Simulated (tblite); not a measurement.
Species: CH₄ClSi (doublet state).
SMILES: `[SiH3][CH]Cl`

Calculated harmonic vibrations of the isolated species, GFN2-xTB (tblite), most abundant isotopes, no scaling. Errors from tens to a few hundred cm⁻¹ against measured bands are possible. Modes of hydrogen on silicon can be 10 to 20 % off. Open shells enter through the occupations alone, without spin polarisation, and single modes of such species can be off by tens of per cent.

Harmonic wavenumbers (cm⁻¹): 71.3, 198.3, 325.1, 518.4, 525.6, 696.5, 754.9, 784.1, 808.2, 930.2, 1192.3, 2214.0, 2237.6, 2283.4, 3059.7.

A = 30795, B = 3045, C = 2860 MHz; mass 78.977 u (most abundant isotopes); point group Cs, symmetry number 1; spin multiplicity 2.

**Question.** What is the zero-point energy?

**Answer.** ½Σν̃ = 8300 cm⁻¹ = 23.73 kcal/mol.

**Question.** Give the ideal-gas entropy at 350 K and 1 bar in the rigid-rotor, harmonic-oscillator model (classical rotation).

**Answer.** Translation 39.84, rotation 25.08, vibration 11.87, spin (R ln 2) 1.38: S = 78.2 cal/(mol K).

**Question.** And Cp and H(350 K) − H(0)?

**Answer.** Cp = 21.07 cal/(mol K), of which vibrations give 13.12 (their classical limit is 15 R = 29.8); H(350 K) − H(0) = 5.05 kcal/mol without the zero-point energy, 2.26 from vibrations.

**Question.** Which modes carry the vibrational entropy at 350 K?

**Answer.** 71.3 cm⁻¹: 4.43; 198.3 cm⁻¹: 2.45; 325.1 cm⁻¹: 1.55; 518.4 cm⁻¹: 0.82; 525.6 cm⁻¹: 0.80; 696.5 cm⁻¹: 0.46 cal/(mol K); the other 9 give 1.36 together.

**Question.** Blend soft modes into free rotors: weight 1/[1 + (100 cm⁻¹/ν̃)⁴] for the oscillator and the rest for a rotor with moment μB/(μ + B), μ = h/(8π²ν), B = 10⁻⁴⁴ kg m². What vibrational entropy results?

**Answer.** 11.01 cal/(mol K) in place of 11.87, which changes −T·S at 350 K by +0.30 kcal/mol.

**Question.** How do the functions run with temperature in this model?

**Answer.** 
```tsv
T (K)	S (cal/(mol K))	Cp (cal/(mol K))	H − H(0) (kcal/mol)	G − H(0) (kcal/mol)	ln q(vib)
150	63.9	13.3	1.57	-8.02	0.93
250	71.7	17.5	3.11	-14.81	1.80
298.15	74.9	19.3	4.00	-18.34	2.24
400	81.1	22.5	6.14	-26.29	3.19
600	91.0	26.6	11.08	-43.54	5.01
900	102.6	30.4	19.67	-72.66	7.49
```

q(vib) and H(0) count from the zero-point level.

**Question.** What must be added to the electronic energy to get the Gibbs energy at 350 K and 1 bar?

**Answer.** ZPE + [H(350 K) − H(0)] − T·S = 23.73 + 5.05 − 27.36 = 1.42 kcal/mol.

Hindered rotation and anharmonicity are outside this model.

Hardware: Arm Neoverse V2, one thread, no GPU, shared host with 96 logical CPUs at a one-minute load of 50. Cost: under 0.1 s wall. The figure is for the frequency step alone.
